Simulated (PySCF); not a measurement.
Species: C4H9N.
Atom-mapped SMILES: `[H]/[N:5]=[CH:4]\[CH2:3][CH2:2][CH3:1]` (hydrogens: H6, H7, H8 on C1; H9, H10 on C2; H11, H12 on C3; H13 on C4; H14 on N5)

Level: CAM-B3LYP/def2-SVPD in PySCF, non-relativistic, on one gas-phase PBE0-D3(BJ)/def2-SVP geometry that isn't relaxed in the solvent. The solvent is an IEF-PCM continuum (cavity from Bondi-type radii × 1.2). Specific hydrogen bonds and non-electrostatic terms are outside this model.

Gas phase at CAM-B3LYP/def2-SVPD: HOMO -8.96 eV, LUMO 0.96 eV, dipole 2.74 D.

What does the continuum do to the energy, the frontier levels and the dipole at CAM-B3LYP/def2-SVPD in chloroform and acetonitrile?

| solvent | ε | E(solvent) − E(gas) (kcal/mol) | polarisation term (kcal/mol) | distortion of the solute (kcal/mol) | HOMO (eV) | LUMO (eV) | dipole (D) |
| --- | --- | --- | --- | --- | --- | --- | --- |
| chloroform | 4.711 | -3.95 | -4.55 | 0.60 | -9.07 | 1.01 | 3.34 |
| acetonitrile | 35.69 | -5.55 | -6.77 | 1.22 | -9.13 | 1.01 | 3.60 |

The first energy column is the sum of the next two and covers electrostatics alone. From chloroform to acetonitrile the lowering changes by a factor 1.41, Onsager's factor (ε − 1)/(2ε + 1) by 1.35 and ε itself by 7.6.

Which radius a makes the point-dipole formula ΔE = −[(ε − 1)/(2ε + 1)]·μ²/a³ give the value in acetonitrile, with the gas-phase dipole?

μ = 1.076 au and |ΔE| = 0.00884 Eh give a = 2.10 Å; the farthest nucleus lies 2.66 Å from the centroid of the nuclei, so such a sphere wouldn't even hold the nuclei. The formula assumes a rigid point dipole at the centre of a sphere.

How does the static polarisability (CAM-B3LYP/def2-SVPD, frozen core, with the continuum's full static response) change?

| medium | isotropic (au) | principal values (au) | ⟨r²⟩ of the electrons (bohr²) |
| --- | --- | --- | --- |
| gas | 57.6 | 52.2, 54.2, 66.5 | 526.5 |
| chloroform | 70.7 | 63.8, 66.5, 81.9 | 527.2 |
| acetonitrile | 77.0 | 68.9, 73.2, 89.0 | 527.5 |

The isotropic value in acetonitrile is 1.34 times the gas-phase one; no cavity-field correction is applied. ⟨r²⟩ is taken about the centre of nuclear charge.

Shape of the structure used: `[H]/[N:5]=[CH:4]\[CH2:3][CH2:2][CH3:1]`: C1–C2–C3–C4 65°, C2–C3–C4–N5 -125°.
